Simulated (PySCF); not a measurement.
# SO₂: core binding energies at several levels of theory, part 3 of 3

PySCF 2.14.0. Atoms count from 0. Earlier steps stand in the parts before.

## Step 13: Core holes by ΔSCF: SCAN, X2C

The job: settings as JSON, then the geometry in Å.

```
{"job": {"kind": "xps", "basis": "def2-TZVP"}, "charge": 0, "multiplicity": 1}
O     -1.267101     0.293183     0.016859
S     -0.051980    -0.505505    -0.013450
O      1.231231     0.178878    -0.023285
```

With the program's defaults for keys left out, this is: delta-SCF UKS SCAN, def2-TZVP on the ionised atom, pcseg-1 elsewhere, spin-free X2C.

The program printed:

```text
ground state, core basis on atom 0 (O), 63 functions
  cycle   1  E = -549.41862911  |g| = 1.05e+00
  cycle   2  E = -548.36249509  |g| = 2.47e+00
  cycle   3  E = -549.55602184  |g| = 5.99e-01
  cycle   4  E = -549.61464694  |g| = 2.98e-01
  cycle   5  E = -549.63280015  |g| = 2.04e-02
  cycle   6  E = -549.63291040  |g| = 5.25e-03
  cycle   7  E = -549.63291778  |g| = 1.70e-03
  cycle   8  E = -549.63291873  |g| = 2.41e-04
  E(ground) = -549.65498545 Eh
hole in O 1s of atom 0
  cycle   1  E = -528.97100013  |g| = 2.14e+00
  cycle   2  E = -527.57425178  |g| = 2.46e+00
  cycle   3  E = -528.87545103  |g| = 1.41e+00
  cycle   4  E = -529.60963469  |g| = 6.37e-01
  cycle   5  E = -529.75902839  |g| = 2.01e-01
  cycle   6  E = -529.77330376  |g| = 6.61e-02
  cycle   7  E = -529.77508301  |g| = 1.48e-02
  cycle   8  E = -529.77517636  |g| = 3.15e-03
  cycle   9  E = -529.77518424  |g| = 1.03e-03
  cycle  10  E = -529.77518734  |g| = 3.29e-04
  E(ion) = -529.79869220 Eh   <S^2> = 0.7713   hole on atom = 1.000   binding energy = 540.317 eV
ground state, core basis on atom 1 (S), 65 functions
  cycle   1  E = -549.66127389  |g| = 1.45e-01
  cycle   2  E = -549.63333077  |g| = 3.93e-01
  cycle   3  E = -549.66330824  |g| = 9.35e-02
  cycle   4  E = -549.66499566  |g| = 2.39e-02
  cycle   5  E = -549.66511544  |g| = 2.52e-03
  cycle   6  E = -549.66511648  |g| = 5.66e-04
  cycle   7  E = -549.66511605  |g| = 1.18e-04
  E(ground) = -549.67359976 Eh
hole in S 1s of atom 1
  cycle   1  E = -457.23582507  |g| = 3.44e+00
  cycle   2  E = -456.64083898  |g| = 2.39e+00
  cycle   3  E = -456.49646027  |g| = 1.96e+00
  cycle   4  E = -458.22657444  |g| = 2.50e-01
  cycle   5  E = -458.24601837  |g| = 9.40e-02
  cycle   6  E = -458.24909801  |g| = 3.71e-02
  cycle   7  E = -458.24779196  |g| = 6.71e-02
  cycle   8  E = -458.24966379  |g| = 2.92e-03
  cycle   9  E = -458.24966665  |g| = 6.35e-04
  cycle  10  E = -458.24966656  |g| = 1.24e-04
  E(ion) = -458.25320322 Eh   <S^2> = 0.7519   hole on atom = 1.000   binding energy = 2487.676 eV
hole in S 2p of atom 1
  cycle   1  E = -542.82266107  |g| = 1.46e+00
  cycle   2  E = -542.12901703  |g| = 1.78e+00
  cycle   3  E = -542.76852633  |g| = 1.03e+00
  cycle   4  E = -543.19772949  |g| = 9.52e-02
  cycle   5  E = -543.19952098  |g| = 5.88e-02
  cycle   6  E = -543.19536922  |g| = 1.16e-01
  cycle   7  E = -543.20099347  |g| = 4.60e-03
  cycle   8  E = -543.20100673  |g| = 1.65e-03
  cycle   9  E = -543.20100751  |g| = 6.49e-04
  cycle  10  E = -543.20100975  |g| = 1.24e-04
  E(ion) = -543.21833533 Eh   <S^2> = 0.7541   hole on atom = 1.002   binding energy = 175.657 eV
  2p3/2 = 175.408 eV   2p1/2 = 176.627 eV
```

It took 4.1 s on 1 thread of Arm Neoverse N1, shared host; peak memory 0.34 GiB.

The holes in one table. −ε is the ground-state orbital energy:

```
     hole  stands for           environment  ΔSCF (eV; 2p as the shell's mean)  −ε (eV)   ⟨S²⟩  measured (eV)
O1s on O0      O0, O2            S=O oxygen                             540.32    518.2  0.771              –
S1s on S1          S1  sulfur bonded to 2 O                            2487.68   2420.8  0.752        2483.70
S2p on S1          S1  sulfur bonded to 2 O                             175.81    162.5  0.754              –
```

Measured: gas; Zheng, Zhang, Jin, Southworth, Cheng, Phys. Chem. Chem. Phys. 2022, 24, 13587.

Each hole run stands for the others of its class of like atoms.

With the spin-orbit splitting: S1 2p3/2 175.41, 2p1/2 176.63 eV. The table gives each 2p level as the mean over the whole 2p shell (two parts 2p3/2, one part 2p1/2), which differs a little from the single hole in the log.

## Step 14: Core-electron binding energies: SCAN, X2C

The job: settings as JSON, then the geometry in Å.

```
{"job": {"kind": "xps", "basis": "unc-def2-TZVP"}, "charge": 0, "multiplicity": 1}
O     -1.267101     0.293183     0.016859
S     -0.051980    -0.505505    -0.013450
O      1.231231     0.178878    -0.023285
```

Level: delta-SCF UKS SCAN, unc-def2-TZVP on the ionised atom, pcseg-1 elsewhere, spin-free X2C.

The program printed:

```text
ground state, core basis on atom 0 (O), 78 functions
  cycle   1  E = -549.42259059  |g| = 1.06e+00
  cycle   2  E = -548.35200127  |g| = 2.50e+00
  cycle   3  E = -549.55533076  |g| = 6.24e-01
  cycle   4  E = -549.61966575  |g| = 3.03e-01
  cycle   5  E = -549.63822752  |g| = 1.89e-02
  cycle   6  E = -549.63829741  |g| = 8.97e-03
  cycle   7  E = -549.63831809  |g| = 1.74e-03
  cycle   8  E = -549.63831985  |g| = 2.84e-04
  E(ground) = -549.66009539 Eh
hole in O 1s of atom 0
  cycle   1  E = -528.97443831  |g| = 2.23e+00
  cycle   2  E = -527.52486290  |g| = 2.70e+00
  cycle   3  E = -528.99094802  |g| = 1.34e+00
  cycle   4  E = -529.52581391  |g| = 8.16e-01
  cycle   5  E = -529.79457746  |g| = 1.61e-01
  cycle   6  E = -529.80284593  |g| = 7.48e-02
  cycle   7  E = -529.80505236  |g| = 1.68e-02
  cycle   8  E = -529.80517561  |g| = 2.92e-03
  cycle   9  E = -529.80518382  |g| = 1.18e-03
  cycle  10  E = -529.80518647  |g| = 4.89e-04
  E(ion) = -529.82804473 Eh   <S^2> = 0.7731   hole on atom = 1.000   binding energy = 539.658 eV
ground state, core basis on atom 1 (S), 91 functions
  cycle   1  E = -549.78857082  |g| = 2.97e-01
  cycle   2  E = -549.76103395  |g| = 3.91e-01
  cycle   3  E = -549.76546252  |g| = 3.57e-01
  cycle   4  E = -549.78911170  |g| = 1.24e-01
  cycle   5  E = -549.79208946  |g| = 2.00e-02
  cycle   6  E = -549.79216975  |g| = 3.05e-03
  cycle   7  E = -549.79217245  |g| = 7.43e-04
  cycle   8  E = -549.79217244  |g| = 1.30e-04
  E(ground) = -549.79873963 Eh
hole in S 1s of atom 1
  cycle   1  E = -457.38432595  |g| = 5.07e+00
  cycle   2  E = -456.78089922  |g| = 2.77e+00
  cycle   3  E = -456.23205244  |g| = 2.24e+00
  cycle   4  E = -458.45173026  |g| = 4.79e-01
  cycle   5  E = -458.53121357  |g| = 1.31e-01
  cycle   6  E = -458.53599349  |g| = 5.73e-02
  cycle   7  E = -458.52994167  |g| = 1.33e-01
  cycle   8  E = -458.53727119  |g| = 6.01e-03
  cycle   9  E = -458.53728295  |g| = 1.99e-03
  cycle  10  E = -458.53728575  |g| = 1.92e-04
  E(ion) = -458.53686478 Eh   <S^2> = 0.7519   hole on atom = 1.000   binding energy = 2483.362 eV
hole in S 2p of atom 1
  cycle   1  E = -542.95668921  |g| = 1.53e+00
  cycle   2  E = -542.22750915  |g| = 1.90e+00
  cycle   3  E = -542.90357896  |g| = 1.05e+00
  cycle   4  E = -543.34140913  |g| = 1.33e-01
  cycle   5  E = -543.34541721  |g| = 5.40e-02
  cycle   6  E = -543.33565221  |g| = 1.62e-01
  cycle   7  E = -543.34660808  |g| = 9.55e-03
  cycle   8  E = -543.34664829  |g| = 1.99e-03
  cycle   9  E = -543.34664991  |g| = 1.04e-03
  cycle  10  E = -543.34665052  |g| = 1.92e-04
  E(ion) = -543.36210129 Eh   <S^2> = 0.7541   hole on atom = 1.001   binding energy = 175.150 eV
  2p3/2 = 174.891 eV   2p1/2 = 176.132 eV
```

Run time: 5.2 s. Hardware: 1 thread of Arm Neoverse N1, shared host; peak memory 0.34 GiB.

Binding energies by hole, beside the orbital energy of the ground state; the difference holds orbital relaxation and, for a density functional, its self-interaction error:

```csv
hole,stands for,environment,ΔSCF (eV; 2p as the shell's mean),−ε (eV),⟨S²⟩,measured (eV)
O1s on O0,"O0, O2",S=O oxygen,539.66,518.2,0.773,–
S1s on S1,S1,sulfur bonded to 2 O,2483.36,2419.6,0.752,2483.70
S2p on S1,S1,sulfur bonded to 2 O,175.30,162.3,0.754,–
```

Measured: gas; Zheng, Zhang, Jin, Southworth, Cheng, Phys. Chem. Chem. Phys. 2022, 24, 13587.

Each hole run stands for the others of its class of like atoms.

With the spin-orbit splitting: S1 2p3/2 174.89, 2p1/2 176.13 eV. The table gives each 2p level as the mean over the whole 2p shell (two parts 2p3/2, one part 2p1/2), which differs a little from the single hole in the log.

## Step 15: Core-electron binding energies: SCAN, non-relativistic

The job: settings as JSON, then the geometry in Å.

```
{"job": {"kind": "xps", "x2c": false}, "charge": 0, "multiplicity": 1}
O     -1.267101     0.293183     0.016859
S     -0.051980    -0.505505    -0.013450
O      1.231231     0.178878    -0.023285
```

Method: delta-SCF UKS SCAN, pcX-2 on the ionised atom, pcseg-1 elsewhere, non-relativistic.

The program printed:

```text
ground state, core basis on atom 0 (O), 77 functions
  cycle   1  E = -548.34418226  |g| = 1.06e+00
  cycle   2  E = -547.27238235  |g| = 2.50e+00
  cycle   3  E = -548.48132522  |g| = 6.16e-01
  cycle   4  E = -548.54325161  |g| = 3.04e-01
  cycle   5  E = -548.56202109  |g| = 1.98e-02
  cycle   6  E = -548.56211564  |g| = 7.16e-03
  cycle   7  E = -548.56212556  |g| = 1.62e-03
  cycle   8  E = -548.56212648  |g| = 2.72e-04
  E(ground) = -548.58413443 Eh
hole in O 1s of atom 0
  cycle   1  E = -527.91409853  |g| = 2.23e+00
  cycle   2  E = -526.47374344  |g| = 2.69e+00
  cycle   3  E = -527.93872533  |g| = 1.34e+00
  cycle   4  E = -528.46643287  |g| = 8.12e-01
  cycle   5  E = -528.73406262  |g| = 1.55e-01
  cycle   6  E = -528.74175951  |g| = 7.22e-02
  cycle   7  E = -528.74381336  |g| = 1.65e-02
  cycle   8  E = -528.74393425  |g| = 2.79e-03
  cycle   9  E = -528.74394000  |g| = 1.17e-03
  cycle  10  E = -528.74394447  |g| = 4.91e-04
  E(ion) = -528.76702225 Eh   <S^2> = 0.7728   hole on atom = 1.000   binding energy = 539.251 eV
ground state, core basis on atom 1 (S), 88 functions
  cycle   1  E = -548.59552158  |g| = 1.11e-01
  cycle   2  E = -548.56937456  |g| = 3.68e-01
  cycle   3  E = -548.59720949  |g| = 5.63e-02
  cycle   4  E = -548.59776513  |g| = 2.17e-02
  cycle   5  E = -548.59785246  |g| = 3.55e-03
  cycle   6  E = -548.59785649  |g| = 4.36e-04
  E(ground) = -548.60662208 Eh
hole in S 1s of atom 1
  cycle   1  E = -456.48561199  |g| = 5.03e+00
  cycle   2  E = -455.96356258  |g| = 2.69e+00
  cycle   3  E = -455.42877244  |g| = 2.19e+00
  cycle   4  E = -457.55254760  |g| = 4.47e-01
  cycle   5  E = -457.62135658  |g| = 1.26e-01
  cycle   6  E = -457.62510214  |g| = 6.85e-02
  cycle   7  E = -457.62061736  |g| = 1.24e-01
  cycle   8  E = -457.62700153  |g| = 4.94e-03
  cycle   9  E = -457.62700851  |g| = 1.48e-03
  cycle  10  E = -457.62700915  |g| = 1.50e-04
  E(ion) = -457.62761621 Eh   <S^2> = 0.7519   hole on atom = 1.000   binding energy = 2475.665 eV
hole in S 2p of atom 1
  cycle   1  E = -541.76576975  |g| = 1.52e+00
  cycle   2  E = -541.08911316  |g| = 1.84e+00
  cycle   3  E = -541.73201660  |g| = 1.02e+00
  cycle   4  E = -542.14747079  |g| = 1.16e-01
  cycle   5  E = -542.14993564  |g| = 6.13e-02
  cycle   6  E = -542.13957481  |g| = 1.69e-01
  cycle   7  E = -542.15148663  |g| = 8.52e-03
  cycle   8  E = -542.15151747  |g| = 2.02e-03
  cycle   9  E = -542.15152126  |g| = 9.41e-04
  cycle  10  E = -542.15152210  |g| = 1.67e-04
  E(ion) = -542.16827191 Eh   <S^2> = 0.7541   hole on atom = 1.001   binding energy = 175.196 eV
  2p3/2 = 174.948 eV   2p1/2 = 176.175 eV
```

Run time: 4.7 s. Hardware: 1 thread of Arm Neoverse N1, shared host; peak memory 0.34 GiB.

The holes in one table. −ε is the ground-state orbital energy:

```csv
hole,stands for,environment,ΔSCF (eV; 2p as the shell's mean),−ε (eV),⟨S²⟩,measured (eV)
O1s on O0,"O0, O2",S=O oxygen,539.25,517.9,0.773,–
S1s on S1,S1,sulfur bonded to 2 O,2475.66,2412.1,0.752,2483.70
S2p on S1,S1,sulfur bonded to 2 O,175.36,162.3,0.754,–
```

Measured: gas; Zheng, Zhang, Jin, Southworth, Cheng, Phys. Chem. Chem. Phys. 2022, 24, 13587.

Each hole run stands for the others of its class of like atoms.

With the spin-orbit splitting: S1 2p3/2 174.95, 2p1/2 176.18 eV. The table gives each 2p level as the mean over the whole 2p shell (two parts 2p3/2, one part 2p1/2), which differs a little from the single hole in the log.

## Step 16: Outcome

What follows sums up all 3 parts.

```
                                          quantity                   value
                                       point group                     C2v
              rotational constants (main isotopes)  57.34, 10.10, 8.59 GHz
                  O1s binding energies, SCAN/pcX-2            O0 539.62 eV
                  S1s binding energies, SCAN/pcX-2           S1 2483.39 eV
                  S2p binding energies, SCAN/pcX-2            S1 175.33 eV
                O1s binding energies, r2SCAN/pcX-2            O0 539.61 eV
                S1s binding energies, r2SCAN/pcX-2           S1 2482.81 eV
                S2p binding energies, r2SCAN/pcX-2            S1 175.17 eV
                 O1s binding energies, B3LYP/pcX-2            O0 539.42 eV
                 S1s binding energies, B3LYP/pcX-2           S1 2481.43 eV
                 S2p binding energies, B3LYP/pcX-2            S1 175.13 eV
                  O1s binding energies, PBE0/pcX-2            O0 538.93 eV
                  S1s binding energies, PBE0/pcX-2           S1 2480.73 eV
                  S2p binding energies, PBE0/pcX-2            S1 174.88 eV
                   O1s binding energies, PBE/pcX-2            O0 538.63 eV
                   S1s binding energies, PBE/pcX-2           S1 2478.86 eV
                   S2p binding energies, PBE/pcX-2            S1 174.05 eV
                  O1s binding energies, TPSS/pcX-2            O0 539.49 eV
                  S1s binding energies, TPSS/pcX-2           S1 2481.51 eV
                  S2p binding energies, TPSS/pcX-2            S1 174.14 eV
                    O1s binding energies, HF/pcX-2            O0 538.91 eV
                    S1s binding energies, HF/pcX-2           S1 2485.72 eV
                    S2p binding energies, HF/pcX-2            S1 175.90 eV
             O1s binding energies, CAM-B3LYP/pcX-2            O0 539.46 eV
             S1s binding energies, CAM-B3LYP/pcX-2           S1 2482.17 eV
             S2p binding energies, CAM-B3LYP/pcX-2            S1 175.25 eV
                  O1s binding energies, SCAN/pcX-1            O0 539.70 eV
                  S1s binding energies, SCAN/pcX-1           S1 2483.80 eV
                  S2p binding energies, SCAN/pcX-1            S1 175.96 eV
               O1s binding energies, SCAN/cc-pCVTZ            O0 539.73 eV
               S1s binding energies, SCAN/cc-pCVTZ           S1 2482.41 eV
               S2p binding energies, SCAN/cc-pCVTZ            S1 175.35 eV
              O1s binding energies, SCAN/def2-TZVP            O0 540.32 eV
              S1s binding energies, SCAN/def2-TZVP           S1 2487.68 eV
              S2p binding energies, SCAN/def2-TZVP            S1 175.81 eV
          O1s binding energies, SCAN/unc-def2-TZVP            O0 539.66 eV
          S1s binding energies, SCAN/unc-def2-TZVP           S1 2483.36 eV
          S2p binding energies, SCAN/unc-def2-TZVP            S1 175.30 eV
O1s binding energies, SCAN/pcX-2, non-relativistic            O0 539.25 eV
S1s binding energies, SCAN/pcX-2, non-relativistic           S1 2475.66 eV
S2p binding energies, SCAN/pcX-2, non-relativistic            S1 175.36 eV
```

What this shows: Single values in the summary come from the first run of each kind that ended normally (SCAN/pcX-2), which need not be the best level. Relaxing lowered the energy by 0.160 eV in 4 steps; the close pair that moved most is O0–S1, from 1.401 to 1.454 Å. At r2SCAN/pcX-2 the measured binding energy compared here is missed by -0.89 eV. At B3LYP/pcX-2 the measured binding energy compared here is missed by -2.27 eV. At PBE/pcX-2 the measured binding energy compared here is missed by -4.84 eV. At SCAN/cc-pCVTZ the measured binding energy compared here is missed by -1.29 eV. At SCAN/unc-def2-TZVP the measured binding energy compared here is missed by -0.34 eV. At SCAN/pcX-2, non-relativistic the measured binding energy compared here is missed by -8.04 eV.
